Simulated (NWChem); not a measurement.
# Dipole moment of silicon monoxide (OSi)

```xyz
2

Si     0.0000     0.0000     0.5539
O      0.0000     0.0000    -0.9694
```
Charge 0, spin multiplicity 1.

Program: NWChem. All single points use one geometry, from PBE0/def2-SVP, a minimum by its harmonic frequencies.

Basis set: def2-SVPD. The CCSD dipole comes from the Λ equations, without orbital relaxation.

```json
[
 {"method": "LDA (SVWN5)", "dipole moment (D)": "3.00", "difference from CCSD": "-0.13"},
 {"method": "HF", "dipole moment (D)": "3.81", "difference from CCSD": "+0.68"},
 {"method": "PBE", "dipole moment (D)": "2.93", "difference from CCSD": "-0.20"},
 {"method": "B3LYP", "dipole moment (D)": "3.24", "difference from CCSD": "+0.11"},
 {"method": "CCSD", "dipole moment (D)": "3.13", "difference from CCSD": "0.00"}
]
```

The values span 0.88 D, from PBE (lowest) to HF (highest). 

The correlated methods keep 6 core orbitals frozen. B3LYP has NWChem's definition, with VWN1-RPA local correlation. No row is a measurement; the coupled-cluster row has its own basis-set and correlation limits.
